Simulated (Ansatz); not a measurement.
A made-up structure of CHOSi, doublet:

```xyz
4
angstrom
O 0.1009 -0.5739 1.9185
C 0.1530 -0.0533 0.7496
Si 0.3657 0.9437 -1.0385
H -0.6196 -0.3165 -1.6297
```

It is relaxed with PBE-D4/def2-SVP and then PBE0-D4/def2-TZVP (Ansatz 0.2.0). Atoms count as bonded within 1.22 times the sum of their covalent radii (H–H: 0.88 Å). The end point is not checked to be a true minimum.

(1) Does its bonding change? (A judgement: the text doesn't fix the answer.)

## Answers

(1) By the calculation: No: no bond forms or breaks.

Where it ends: The first stage lowers the energy by 0.96 eV in 6 steps. It ends as CHOSi ([O][C][SiH]):
```
atom    x (Å)    y (Å)    z (Å)
  O1   0.0902  -0.5123   1.7130
  C2   0.1365  -0.0477   0.6694
 Si3   0.3265   0.8425  -0.9271
  H4  -0.5532  -0.2826  -1.4553
```

Labels in which every atom is bracketed show which atoms are joined, not bond orders.

For scale, one of the runs: PBE0-D4/def2-TZVP relaxation, 105 basis functions, launched by `ansatz run in.yaml --threads 2 --pin off --events-out ev --progress --plain --max-ram 4352MiB`. The run took about 14 s on 2 CPU threads of an Arm Neoverse V1 (shared host).
